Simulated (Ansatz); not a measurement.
# BCl (triplet): from Hartree-Fock to the top rungs, def2-QZVPP

One table from this session's results is given with a row withheld; the runs are named, their logs left out.

The runs use Ansatz 0.2.0, Gaussian basis; def2-QZVPP, core rule «outside noble gas», up to 6 orbitals frozen.

Plan: UHF; ROHF; CCSD(T) on UHF.

2 further runs of the same task are left out: 2 set aside as unsound or not needed.

**The system**

The geometry is a PBE0/def2-TZVP stationary point (not a proven minimum).

2 atoms, charge 0, spin multiplicity 3.

Atoms are counted from 1 here; the program's logs count them from 0.

Bond lengths: B1–Cl2 1.697 Å.

Set-up of the first run:

in.yaml

```yaml
crystal:
  periodic: [false, false, false]
  atoms:
    - {symbol: B, position_ang: [0.000000, 0.000000, 0.000000]}
    - {symbol: Cl, position_ang: [0.000000, 0.000000, 1.696600]}
basis:
  gaussian: {orbitals: "def2-QZVPP.json"}
magnetization: {spin_polarized: true, initial_magnetization: 2}
hamiltonian: {xc: hf}
output: {orbitals: {seedname: orbitals}}
```

Launch:

```sh
$ ansatz run in.yaml --threads 1 --pin off --events-out ev --progress --plain --max-ram 2393MiB
```

Steps of the session up to this table: UHF; ROHF; CCSD(T) on UHF.

One table of the session follows, with a row left open; its other results are not shown here.

```
  method  from UCCSD(T) (meV)
    ROHF              +7893.0
     UHF              +7833.3
    UMP2               +930.3
   UCCSD                    ?
UCCSD(T)                    0
```

Q: Estimate the row for UCCSD from the others.

**Answer.** from UCCSD(T) (meV): +363.0. In the column «from UCCSD(T) (meV)» it lies between UCCSD(T) (0) and UMP2 (+930.3).
